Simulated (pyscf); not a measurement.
This saddle point was located with ωB97X-D3(BJ)/def2-SVP in PySCF.

```
Si
H 1 1.4848
H 1 1.6064 2 109.51
H 3 1.0283 1 74.93 2 70.40
Si 3 2.2340 4 148.03 1 -10.27
H 5 1.5195 3 66.53 4 143.19
Si 1 2.3324 2 124.71 4 99.09
H 7 1.4907 1 110.69 2 -62.20
H 7 1.4927 8 109.18 4 -135.96
Si 7 2.3446 8 115.57 9 -130.40
H 10 1.4928 7 110.42 8 23.65
H 10 1.4934 11 109.29 7 -117.07
Si 10 2.3361 11 116.80 12 -127.05
H 13 1.4930 10 110.94 11 67.99
H 13 1.5062 14 107.39 10 113.84
```

Surface: singlet, charge 0. Lowest wavenumbers (cm⁻¹): 1097i, 46, 109, 150, 181.

Question: Name the species on either side of this saddle.

Answer: cyclic H₈Si₅ (SMILES [SiH]1=[SiH][SiH2][SiH2][SiH2]1) + hydrogen (H₂) <-> cyclic H₁₀Si₅ (SMILES [SiH2]1[SiH2][SiH2][SiH2][SiH2]1), an addition across a multiple bond or ene-type step read from left to right: H–H broken and H–Si, H–Si formed. At ωB97M-D3(BJ)/def2-TZVP it lies +1.12 eV from the left side and +3.10 eV from the right (each side as separated species at their lowest minima found). At the saddle there is also a short H–Si contact that neither side keeps. This is the saddle that the search found; another between the same sides may lie lower.
